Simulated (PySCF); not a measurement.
Pyrazine, C₄H₄N₂.
Geometry (PBE0-D3(BJ)/def2-SVP, Å), atoms numbered from 1 in this order:
```xyz
10
C4H4N2 angstrom
C     -0.5760   -1.1968    0.0035
C      0.8126   -1.0501    0.0373
N      1.3908    0.1471    0.0338
C      0.5760    1.1968   -0.0035
C     -0.8126    1.0501   -0.0373
N     -1.3908   -0.1471   -0.0338
H     -1.0342   -2.1923    0.0069
H      1.4680   -1.9278    0.0678
H      1.0342    2.1923   -0.0069
H     -1.4680    1.9278   -0.0678
```

Computed at PBE0/pcSseg-1 (PySCF, non-relativistic), with Q(14N) = 0.02044 b: N3, 14N (I = 1): χzz = -5.787 MHz, η = 0.500.

(1) Where would the pure quadrupole (NQR) lines of 14N at N3 fall for the rigid, isolated species?

Results:

(1) From ν± = (3/4)|χ|(1 ± η/3) and ν0 = |χ|η/2: ν+ 5.064 MHz, ν− 3.617 MHz, ν0 1.447 MHz (pyridine-type nitrogen).

In a crystal, neighbours and librations shift these lines. The basis is small and wasn't made for field gradients, so the couplings can be 20 % off.
